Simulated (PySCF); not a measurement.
**HO, SMILES `[OH]` (charge 0, multiplicity 2)**

All values below come from r2SCAN-D4/def2-TZVP (PySCF).

highest occupied spin orbital: -7.57 eV
dipole moment: 1.76 D
total energy: -75.7290 Ha
cost: roughly 10 core-seconds

Bonds (Å): O1–H2 0.976.
Charge 0, spin multiplicity 2.
